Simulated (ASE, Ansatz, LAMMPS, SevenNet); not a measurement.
Transverse phonon frequency at X of fcc Al: levels of theory against measurement

Reference value: 193 cm⁻¹ (measured, temperature not stated, not corrected to a static lattice; as tabulated in Savrasov and Savrasov (1996), arXiv:cond-mat/9604124).

**Question.** What do EMT, Morse jacobson2022, SevenNet-0, r²SCAN, r²SCAN+rVV10 give, and how far is each from the reference?

**Answer.** 
```tsv
level (code)	value (cm⁻¹)	cell (Å³/atom)	difference (%)
EMT (ASE)	188	15.93	-2.6
Morse jacobson2022 (LAMMPS)	282	16.48	+46
SevenNet-0	166	16.46	-14.0
r²SCAN (Ansatz)	222	15.90	+15.0
r²SCAN+rVV10 (Ansatz)	224	15.84	+16.1
```

Of the ranked levels EMT (-2.6 %) comes nearest. Farthest off among them: Morse jacobson2022 (+46 %). Of the ranked levels only EMT lands within 10 %.

The reference isn't brought to a static lattice, while the calculations are for one, so the differences are not the levels' errors alone.  Each level is taken at its own relaxed cell. Ansatz's density-functional and Hartree–Fock values are scalar-relativistic unless marked +SOC, with PAW data made under PBE.

Empirical potentials (EMT, Morse jacobson2022) are fitted to chosen data: where that held the value shown, agreement is built in, and what lay outside the fit can be far off. Machine-learned potentials (SevenNet-0) are trained on DFT data: a solid inside that data is no test of them.

Differences are worked out from the printed values.

Ansatz is a program for electronic structure.
